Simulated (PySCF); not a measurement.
Potential energy curve for SMILES [F][Al]([F])[F]. The Al1–F4 bond (Al1 also carries F, F; F4 carries nothing else) is stretched with both fragments frozen at the PBE0/def2-TZVP optimised geometry.

- UKS-PBE = unrestricted PBE/6-31G (PySCF)
- RHF/6-31G (PySCF)
- UHF/6-31G (PySCF)

Magnitude of the dipole moment (D; its direction can reverse along the curve, and a method can change to another solution) and Mulliken charge of the fragment that holds Al1:

| R / Å | μ UKS-PBE | q UKS-PBE | μ RHF | q RHF | μ UHF | q UHF |
|---|---|---|---|---|---|---|
| 1.31 | 0.61 | 0.62 | 0.84 | 0.78 | 0.84 | 0.78 |
| 1.39 | 0.46 | 0.57 | 0.64 | 0.74 | 0.64 | 0.74 |
| 1.46 | 0.34 | 0.53 | 0.46 | 0.71 | 0.46 | 0.71 |
| 1.52 | 0.22 | 0.51 | 0.30 | 0.69 | 0.30 | 0.69 |
| 1.58 | 0.10 | 0.49 | 0.14 | 0.67 | 0.14 | 0.67 |
| 1.63 | 0.01 | 0.47 | 0.01 | 0.66 | 0.01 | 0.66 |
| 1.70 | 0.15 | 0.46 | 0.20 | 0.65 | 0.20 | 0.65 |
| 1.72 | 0.19 | 0.46 | 0.26 | 0.64 | 0.26 | 0.64 |
| 1.79 | 0.34 | 0.45 | 0.47 | 0.63 | 0.47 | 0.63 |
| 1.88 | 0.55 | 0.44 | 0.74 | 0.63 | 0.74 | 0.63 |
| 2.01 | 0.84 | 0.42 | 1.15 | 0.62 | 1.15 | 0.62 |
| 2.22 | 1.32 | 0.41 | 1.83 | 0.61 | — | — |
| 2.41 | 1.73 | 0.40 | 2.46 | 0.61 | 0.81 | 0.42 |
| 2.66 | 2.22 | 0.38 | 3.30 | 0.60 | 1.40 | 0.15 |
| 2.93 | 2.55 | 0.35 | 4.18 | 0.58 | 2.21 | 0.05 |
| 3.24 | 2.37 | 0.29 | 5.15 | 0.57 | 2.57 | 0.02 |
| 3.54 | 2.24 | 0.26 | 6.01 | 0.56 | 2.70 | 0.00 |
| 3.98 | 2.13 | 0.22 | 7.11 | 0.56 | 2.87 | -0.01 |
| 4.43 | 2.10 | 0.20 | 8.05 | 0.55 | 2.83 | 0.00 |
| 4.86 | 2.13 | 0.18 | 8.85 | 0.54 | 2.80 | 0.00 |
| 5.71 | 2.37 | 0.17 | 10.35 | 0.52 | 2.78 | 0.00 |

Dashes: no converged value, or the column stops at the first point that the program doubted or that broke a chosen test of continuity, which isn't proof of a fault.

The unrestricted determinant behind UKS-PBE is spin-contaminated at 2.93 to 5.71 Å (<S²> up to 0.8, against 0.00 for a pure singlet). At the longest distance UKS-PBE leaves fractional charges on the fragments, a sign of delocalisation error or of the restricted form. The restricted form behind RHF keeps the bonding electrons paired and can't separate into open-shell fragments. The unrestricted solution behind UHF changes between 2.41 and 2.66 Å, which can leave a kink. The unrestricted determinant behind UHF is spin-contaminated at 2.41 to 5.71 Å (<S²> up to 1.0, against 0.00 for a pure singlet).
